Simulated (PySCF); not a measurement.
**NMR data sheet: C₄H₅FO**

- Formula: C4H5FO
- SMILES: O=C(F)C1CC1
- InChI: InChI=1S/C4H5FO/c5-4(6)3-1-2-3/h3H,1-2H2
- Degrees of unsaturation: 2
- Carbon signals: 3
- Proton signals: 3

Numbering as in the mapped SMILES `[O:1]=[C:2]([F:3])[CH:4]1[CH2:5][CH2:6]1` (H(Xn): hydrogen on atom n). Ha(C5), Ha(C6) are cis to C2 on the ring; Hb(C5), Hb(C6) are trans to C2 on the ring.

Calculated, not measured (PySCF 2.14.0 with density-fitted response routines): GIAO B3LYP/pcSseg-2 shieldings, PBE0-D3(BJ)/def2-SVP geometry, J: B3LYP/pcJ-1 (spin–dipole term only in couplings to heteroatoms). Isolated molecule, one conformer, averaged over atoms made equivalent by symmetry, fast rotation or ring inversion, relativity neglected.

δ = σ(ref) − σ, references computed at the same level: ¹H (31.39 ppm) and ¹³C (179.19 ppm) vs TMS; ¹⁹F (169.74 ppm) against CFCl3; ¹⁷O (325.85 ppm) against H2O.

| carbon | δC, type | δH (multiplicity, J in Hz) | HMBC from (abs. J ≥ 3 Hz) | span of the C tensor (ppm) |
| --- | --- | --- | --- | --- |
| C2 | 179.1, C | – | Ha(C5)/Ha(C6), Hb(C5)/Hb(C6) | 202 |
| C4 | 12.8, CH | 1.53 (ttd, 9.1, 5.1, 4.4) | – | 93 |
| C5/C6 | 13.9, CH2 | Hb(C5) 1.02 (m); Ha(C5) 1.19 (m) | – | 60 |

Other nuclei:
```
atoms  nucleus           environment  δ (ppm)  σ (ppm)
   F3      ¹⁹F  fluorine bonded to C     48.1    121.7
   O1      ¹⁷O       carbonyl oxygen    396.2    -70.4
```

Selected couplings (Hz, signed; the shortest-range and largest first, 30 at most; isotopes ¹³C, ¹⁹F, ¹H): ¹J(C2,F3) -415.2, ¹J(C4,H(C4)) 178.6, ¹J(C5,Ha(C5)) 176.3, ¹J(C5,Hb(C5)) 173.0, ¹J(C2,C4) 87.5, ¹J(C4,C5) 12.2, ²J(F3,C4) 86.1, ²J(Hb(C5),Ha(C5)) -4.5, ²J(C2,C5) -1.7, ³J(H(C4),Hb(C5)) 9.1, ³J(Hb(C5),Ha(C6)) 8.3, ³J(H(C4),Ha(C5)) 5.1, ³J(F3,H(C4)) -4.4, ³J(F3,C5) -2.3.

Carbon types of the structure: 1 × C, 1 × CH, 2 × CH2, which accounts for all hydrogens. δC 179.1: carbonyl carbon. δC 13.9, 12.8: three-membered-ring carbon; carbons of three-membered rings are unusually shielded. δH 1.53, 1.19, 1.02: hydrogen on a three-membered-ring carbon; cyclopropane-type protons are shielded by the ring.

Common functionals overestimate the size of one-bond C–F couplings by tens of Hz; these are unscaled. Multiplet labels drop couplings under 1 Hz and merge nearly equal ones. Couplings among chemically equivalent protons are left out too, so labels in AA′BB′ or AA′XX′ sets are apparent multiplicities. Unscaled 3J(H,H) at this level run about 10 % above measured values. Shifts are as computed. Against solution values, carbons near 30 ppm lie about +3 ppm off and those near 130 ppm about +8 ppm. Of 1211 compounds with measured shifts, 218 miss one by over three times the rms of a fit or turn the order of signals round; such compounds aren't used in these exercises. Unscaled 19F shifts against computed CFCl3 carry errors that often reach 10 to 50 ppm. Unscaled 17O shifts of doubly bonded oxygen tend to come out too high, by tens of ppm or more. Experimental scales use liquid or dissolved standards, which lie at an offset from isolated H2O (liquid H2O: subtract about 36 ppm). 3J across rotatable bonds or in flexible rings reflects this conformer alone.
